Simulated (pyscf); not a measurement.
HO–SiH₂• (SMILES O[SiH2]) + SiH₂ (SMILES [SiH2]) [singlet] → •H₂Si–O–SiH₃ (SMILES [SiH2]O[SiH3]), an insertion (doublet surface; H–O broken, O–Si, H–Si formed). Single points on ωB97X-D3(BJ)/def2-SVP structures (PySCF, gas phase). Correlated levels are frozen-core, on RHF or UHF. ΔMP2 is the change of the MP2 total energy from the triple- to the quadruple-zeta basis. Energies in kJ/mol from the separated reactants.

Small-basis levels: PySCF, no dispersion term, spherical d functions. AM1 to PM7: differences of heats of formation from MOPAC, which are fitted to 298 K values and so differ in kind from electronic energies by zero-point and thermal terms. GFN2-xTB: tblite. Open shells are spin-unrestricted. 

```
level                             barrier  reaction energy
--------------------------------  -------  ---------------
HF/STO-3G                            68.1           -360.7
HF/3-21G                              ___           -319.2
SVWN5/6-31G*                          ___           -359.5
BP86/6-31G*                         -24.2           -322.0
PBE/6-31G*                          -32.5           -327.3
B3LYP/STO-3G                        -89.4           -406.3
B3LYP/LANL2DZ                        -8.1           -301.4
B3LYP/6-311+G**                      15.4           -307.3
PBE/def2-SVP                        -36.2           -320.7
B3LYP/def2-SVP                        0.0           -322.0
GFN2-xTB                            -31.8           -376.9
PM6                                 -54.0           -427.0
CCSD(T)/def2-TZVPP + ΔMP2(QZVPP)      ___           -335.3
```

**Question.** What belongs in the gaps?

**Answer.** 
- HF/3-21G, barrier: 34.8
- SVWN5/6-31G*, barrier: -79.2
- CCSD(T)/def2-TZVPP + ΔMP2(QZVPP), barrier: 18.4

Against the last row the barrier runs from -107.8 (B3LYP/STO-3G) to +49.7 kJ/mol (HF/STO-3G). At SVWN5/6-31G*, BP86/6-31G*, PBE/6-31G*, B3LYP/STO-3G, B3LYP/LANL2DZ, PBE/def2-SVP, GFN2-xTB, PM6 this geometry lies under one side, so the entry may be no barrier of that level: it is a single point on another level's saddle. CCSD(T)/def2-TZVPP + ΔMP2(QZVPP) has limits of its own. On the reactant side the descent ends in an adduct with a O–Si contact, 97.2 kJ/mol under the separated species and 99.9 kJ/mol under the saddle at ωB97X-D3(BJ)/def2-TZVP. What is counted as formed (O–Si) is already present as a longer contact in the reactant adduct; forming that adduct is a step of its own. At ωB97X-D3(BJ)/def2-TZVP the barrier from the zero used here is 2.7 kJ/mol. One saddle was located; it need not be the lowest between these sides. The CCSD(T) − MP2 part came from Ansatz, without density fitting, on the same reference. A UHF reference is spin-contaminated (<S²> up to 0.89), which harms MP2 most.
